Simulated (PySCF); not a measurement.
Molecule: Propanamide (SMILES CCC(N)=O).

Atom-mapped SMILES (the numbers label the heavy atoms): `[CH3:1][CH2:2][C:3]([NH2:4])=[O:5]`; H(Xn) means a hydrogen on atom n. Ha(N4) is cis to the C=O or C=S heteroatom; Hb(N4) is trans to the C=O or C=S heteroatom.

Spin–spin couplings on one PBE0-D3(BJ)/def2-SVP geometry, PySCF, gas phase, non-relativistic, equivalent pairs averaged (spin–dipole term only in couplings to heteroatoms); isotopes 13C, 1H, 15N; basis pcJ-1.

**Question.** How do the couplings (Hz) change with the functional? Times are CPU seconds on shared hosts with different chips, so compare them loosely.

**Answer.** 
| functional | functions | 1J(C1,H(C1)) | 1J(C2,H(C2)) | 1J(N4,Ha(N4)) | 1J(N4,Hb(N4)) | 1J(C2,C3) | 1J(C1,C2) | 1J(C3,N4) | core-s |
| --- | --- | --- | --- | --- | --- | --- | --- | --- | --- |
| HF | 205 | 162.8 | 157.0 | -115.3 | -114.7 | 80.4 | 65.8 | -26.8 | 13 |
| LDA | 205 | 102.5 | 97.2 | -77.8 | -76.6 | 34.3 | 25.7 | -11.0 | 15 |
| PBE | 205 | 123.1 | 116.6 | -87.8 | -86.1 | 44.2 | 35.1 | -13.5 | 20 |
| KT2 | 205 | 129.4 | 122.0 | -95.9 | -93.7 | 34.8 | 26.6 | -7.9 | 21 |
| B3LYP | 205 | 135.0 | 128.4 | -96.0 | -94.8 | 51.2 | 40.8 | -16.6 | 24 |
| PBE0 | 205 | 127.2 | 121.1 | -91.7 | -90.7 | 49.5 | 38.8 | -16.1 | 18 |
| B97-2 | 205 | 121.6 | 115.2 | -88.6 | -87.5 | 48.7 | 38.5 | -15.8 | 18 |
| BHandHLYP | 205 | 145.1 | 138.8 | -103.2 | -102.5 | 60.3 | 48.2 | -20.4 | 18 |
| CAM-B3LYP | 205 | 132.4 | 126.3 | -95.6 | -94.7 | 51.2 | 40.2 | -17.4 | 25 |
